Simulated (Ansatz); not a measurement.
`CC(Cl)OCF`, relaxed with RKS PBE-D4/def2-SVP in Ansatz 0.2.0 from a rough embedded geometry. The force threshold is 0.03 eV/Å; the program also tests the step.

The species carries charge 0 and has multiplicity 1.

Start:

```xyz
12

C    -0.406   -0.334    1.684
C    -0.347   -0.401    0.212
Cl   -0.283   -2.108   -0.290
O     0.829    0.327   -0.300
C     0.688    0.732   -1.573
F    -0.301    1.621   -1.626
H     0.551   -0.783    2.125
H    -1.215   -0.843    2.111
H    -0.368    0.657    2.043
H    -1.258    0.042   -0.198
H     1.619    1.196   -1.889
H     0.490   -0.106   -2.299
```

```tsv
step	energy (eV)	largest force (eV/Å)	largest move (Å)
1	-20471.0538	3.463	0.000
2	-20471.4341	1.142	0.083
3	-20471.4850	0.763	0.120
4	-20471.5244	0.120	0.060
5	-20471.5268	0.036	0.025
6	-20471.5278	0.029	0.029
7	-20471.5282	0.016	0.034
```

End:

```xyz
12

C    -0.334   -0.354    1.741
C    -0.370   -0.324    0.232
Cl   -0.336   -2.058   -0.428
O     0.727    0.403   -0.234
C     0.699    0.716   -1.592
F    -0.309    1.619   -1.871
H     0.619   -0.801    2.084
H    -1.177   -0.948    2.138
H    -0.402    0.682    2.128
H    -1.317    0.086   -0.172
H     1.680    1.180   -1.823
H     0.520   -0.200   -2.202
```

Hardware: 4 threads of an Intel Xeon 6975P-C on a shared host. Wall time 5.5 s, peak host memory 0.18 GiB.
